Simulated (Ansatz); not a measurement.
Predict the output of the script below (Ansatz 0.2.0, Python API).

The script, `run_cas.py`:
```python
# -*- coding: utf-8 -*-
import ansatz as az

molecule = (
    az.Crystal.molecule()
    .atom('B', [-0.7318, -0.1282, -0.045])
    .atom('P', [1.0977, 0.0646, -0.6583])
    .atom('H', [-1.4244, 0.6585, -0.6107])
    .atom('H', [-1.1137, -1.232, -0.2782])
    .atom('H', [-0.7844, 0.0696, 1.1287])
    .atom('H', [1.3087, 1.3154, 0.0502])
    .atom('H', [1.6479, -0.7479, 0.4132])
)

calc = (
    molecule.calculation()
    .basis(gaussian='cc-pVDZ')
    .charge(-1)
    .correlation(active_electrons=6, active_orbitals=6)
)
for method in [None, 'sc_nevpt2', 'fic_mrcisd_q']:
    r = (calc if method is None else calc.correlation(method)).run().report
    space = r['configurations']
    state = space['states'][0]
    print(method or 'casscf', f'total {r["free_energy_ev"] / 27.211386246:.6f} Ha, active-space state {state["energy"]["hartree"]:.6f} Ha, mean field {r["reference_energy_ev"] / 27.211386246:.6f} Ha')
    print('  determinants', state['n_determinants'], ' natural occupations', [round(n, 3) for n in space['natural_occupations']])
```

```console
$ python run_cas.py
casscf total -368.355194 Ha, active-space state -368.355194 Ha, mean field -368.312141 Ha
  determinants 400  natural occupations [1.992, 1.971, 1.97, 0.032, 0.025, 0.01]
RunWarning: the results are in doubt because another end's mean lies 0.083 eV lower, and its corrected mean 0.041 eV higher
sc_nevpt2 total -368.568625 Ha, active-space state -368.352093 Ha, mean field -368.312141 Ha
  determinants 400  natural occupations [1.986, 1.985, 1.959, 0.03, 0.028, 0.012]
fic_mrcisd_q total -368.615742 Ha, active-space state -368.352093 Ha, mean field -368.312141 Ha
  determinants 400  natural occupations [1.986, 1.985, 1.959, 0.03, 0.028, 0.012]
```
(Warnings from the package without file and line, repeats left out.)

Caveats:
- Total energies depend on the basis set; only differences at equal settings carry meaning.
- The geometry is a force-field or estimated start, not a minimum of this method, and the basis set is short of its limit. The active space starts as a window about the frontier orbitals and is then optimised, not chosen by chemistry.
- A lower CASSCF solution was found and passed over, so the printed active-space state isn't the lowest.
- Anions want diffuse functions, which this basis lacks.
- Run time: 21 s on 1 thread of Arm Neoverse V1 (shared host), peak memory 0.21 GiB.

(Lines on the test bed's own set-up are left out of the output.)
